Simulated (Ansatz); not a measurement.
## AlB, triplet: the ladder up to full CI

Geometry: a PBE0/def2-TZVP stationary point for this spin.

```xyz
2

B     0.0000    0.0000    0.0000
Al    0.0000    0.0000    2.0234
```

Basis cc-pVDZ; Ansatz 0.2.0. Correlated methods freeze the noble-gas cores, which leaves 6 electrons in 26 orbitals. R marks a restricted (for open shells ROHF) determinant, U an unrestricted one. Active spaces: pair = (4e, 4o) about the gap; valence = (6e, 8o) chosen from the atoms' valence shells.

Full CI is exact within this basis and frozen core; it isn't the basis-set limit. The frozen core follows each run's orbitals, which can shift R against U totals by a few meV.

Unrestricted rows (U) aren't spin-pure: their determinants' ⟨S²⟩ exceeds S(S+1) by up to 0.15, so they mix in states of higher spin. HF rows: RHF is the lowest solution found. Coupled cluster chose its determinant by a search with trial CCSD, here up to 0.63 eV above the lowest Hartree–Fock solution of its kind, and MP2 stands on that determinant too.

* UHF ⟨S²⟩: 2.504
* ⟨S²⟩ of the determinant under UCCSD: 2.147
* T1 diagnostic (RCCSD): 0.0677
* largest doubles amplitude (RCCSD): 0.167
* T1 diagnostic (UCCSD): 0.0848

```csv
level,E − E(determinant under the R cluster runs) (eV)
RMP2,-2.7820
RCCSD,-3.7259
UCCSD,-3.7088
RCCSD(T),-3.9604
UCCSD(T),-3.9564
```

Task: Estimate how far full CI in cc-pVDZ lies from RCCSD(T). The table doesn't fix it; the size of (T) and the diagnostics are the guide.

Result: Full CI in cc-pVDZ lies 2.06 kcal/mol below RCCSD(T), which is 38 % of the (T) step (-5.41 kcal/mol). T1 is raised, a doubles amplitude is large, and the rest is a large part of (T). The miss exceeds 1 kcal/mol.

The other levels:

```tsv
level	E − E(full CI) (kcal/mol)	share of correlation (%)	wall time
RHF†	84.47	–	–
BCCD(T)	2.32	97.52	4.9 s
RCCSDT	0.53	99.43	–
UCCSDT	0.56	99.40	–
RCCSDT(Q)	0.08	99.91	11 s
UCCSDT(Q)	0.02	99.98	15 s
CASSCF (valence space)	39.71	57.48	–
NEVPT2 (valence space)	9.73	89.58	4.3 s
MRCISD (valence space)	1.73	98.15	–
MRCISD+Q (valence space)	-0.23	100.25	5.5 s
```

A dagger marks rows that describe another state than the reference (another or a broken symmetry, a higher spin or other natural occupations), so the difference holds a gap between states beside the method's error.

The correlation energy at full CI, counted from the determinant under the R cluster runs, is -4.050 eV. That run took 55 s on 1 thread of Arm Neoverse N1, shared host over 1,689,344 determinants.

Run but not shown, since their state, orbitals or frozen core can't be matched to the reference's or they repeat it: UHF, UMP2, CISD, CASSCF (pair space), NEVPT2 (pair space), MRCISD (pair space), MRCISD+Q (pair space).

Times hold each run's SCF and search for its determinant on a shared host, so for small cases they say little of a method's own cost; they ran on 1 thread of Arm Neoverse N1.

Not variational, and here over 5 meV under the exact energy: MRCISD+Q (valence space).

The full-CI state has the irrep A2 of C2v, in the program's axes (one component, if the state is degenerate).

Natural occupations of full CI about the gap: 1.924 1.772 0.958 0.958 0.172 0.062 0.062 0.024 0.008 0.008; effectively unpaired electrons, Σ n²(2−n)², 2.31.
